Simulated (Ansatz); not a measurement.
**SiH₂ (quintet): the correlation ladder, def2-QZVPP**

The task here is to estimate one member of a computed series from the others.

Computed with Ansatz 0.2.0, Gaussian basis. Level: def2-QZVPP, core rule «outside noble gas», up to 5 orbitals frozen.

Plan: UHF; ROHF; CCSD(T) on UHF.

2 further runs of the same task are left out: 2 set aside as unsound or not needed.

## The geometry

The geometry is a PBE0/def2-TZVP stationary point (not a proven minimum) of the parent state, kept for this charge and spin.

3 atoms, charge 0, spin multiplicity 5.

Atoms are counted from 1 here; the program's logs count them from 0.

Bond lengths: Si1–H2 1.486 Å, Si1–H3 1.486 Å. Angles: H2–Si1–H3 118.7°.

The first run:

in.yaml

```yaml
crystal:
  periodic: [false, false, false]
  atoms:
    - {symbol: Si, position_ang: [0.000000, -0.050740, 0.000000]}
    - {symbol: H, position_ang: [0.000000, 0.706913, -1.278374]}
    - {symbol: H, position_ang: [0.000000, 0.706912, 1.278374]}
basis:
  gaussian: {orbitals: "def2-QZVPP.json"}
magnetization: {spin_polarized: true, initial_magnetization: 4}
hamiltonian: {xc: hf}
output: {orbitals: {seedname: orbitals}}
```

The run is started by

```
ansatz run in.yaml --threads 1 --pin off --events-out ev --progress --plain --max-ram 2393MiB
```

Steps of the session up to this table: UHF; ROHF; CCSD(T) on UHF.

One table of the session follows, with a row left open; its other results are not shown here.

```
  method  from UCCSD(T) (meV)
    ROHF                    ?
     UHF              +3060.4
    UMP2               +658.4
   UCCSD               +141.5
UCCSD(T)                    0
```

Estimate the missing values for ROHF.

As computed: from UCCSD(T) (meV): +3170.1. In the column «from UCCSD(T) (meV)» it is the highest.
